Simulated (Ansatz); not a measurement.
Ansatz (a program for electronic structure) input (MP2/STO-3G):

Ansatz 0.2 input:
```yaml
crystal:
  periodic: [false, false, false]
  atoms:
    - {symbol: C, position_ang: [-0.00000000, -0.00000000, -0.48944061]}
    - {symbol: C, position_ang: [0.00000000, 0.00000000, 0.74906153]}
    - {symbol: H, position_ang: [-0.00000000, -0.00000000, -1.55772552]}
basis:
  gaussian:
    orbitals: STO-3G
total_charge: -1
magnetization: {spin_polarized: false}
correlation: {method: mp2, electrons: outside_noble_gas}
```

Output:

```
WARN ansatz: RAYON_NUM_THREADS=1 ignored (pool sized by the plan → 1); use --threads N
Functional definition: HF
integrals: 0.00 GiB planned
144 factors; integrals over basis functions are off by at most 3.5e-5 eV
mean field: 0.04 GiB planned
mean field evaluation 1: about -2041.0572 eV, gradient 2.1e1 eV
mean field evaluation 2: about -2041.0577 eV, gradient 2.1e1 eV
mean field evaluation 4: about -2042.4791 eV, gradient 1.9e0 eV
mean field evaluation 8: about -2042.5034 eV, gradient 2.0e-2 eV
mean field -2042.50338580 eV, -75.0606149698 hartree, gradient 7.7e-7 eV, S^2 0.000000; 0 other end points of the search recorded, 0 dependent functions left out
2 core orbitals not correlated
reference -2042.50338580 eV, -75.0606149698 hartree; 5, 5 occupied and 4, 4 virtual orbitals, 144 factors
second order -3.80606281 eV of doubles, -0.00000000 eV of singles
Total energy: -2046.30944861 eV, -75.2004851981 hartree
```

The dipole moment of an ion depends on the origin.
